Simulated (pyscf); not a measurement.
This saddle point was located with ωB97X-D3(BJ)/def2-SVP in PySCF.

```xyz
6

B      0.0714     0.7140    -0.8182
Cl     1.6916     1.0985    -1.4423
N      0.2258    -0.2244     0.3668
H     -0.3583     0.8171     0.5946
H      1.1288    -0.5729     0.7363
H     -0.5647    -0.8412     0.5507
```

Surface: singlet, charge 0. Lowest wavenumbers (cm⁻¹): 1585i, 328, 431, 702, 809.

Task: Name the species on either side of this saddle.

Result: B–Cl [singlet] + ammonia (NH₃) ⇌ H₂N–BH–Cl, an insertion read from left to right: H–N broken and B–N, B–H formed. At CCSD(T)/def2-TZVPP + ΔMP2(QZVPP) it lies +0.55 eV from the left side and +4.58 eV from the right (each side as separated species at their lowest minima found). On the reactant side the descent ends in an adduct with a B–N contact, 0.40 eV under the separated species and 0.78 eV under the saddle at ωB97X-D3(BJ)/def2-TZVP. What is counted as formed (B–N) is already present as a longer contact in the reactant adduct; forming that adduct is a step of its own. At ωB97X-D3(BJ) the barrier from the zero used here is 0.38 eV. This is the saddle that the search found; another between the same sides may lie lower. The CCSD(T) − MP2 part came from Ansatz, without density fitting, on the same reference.
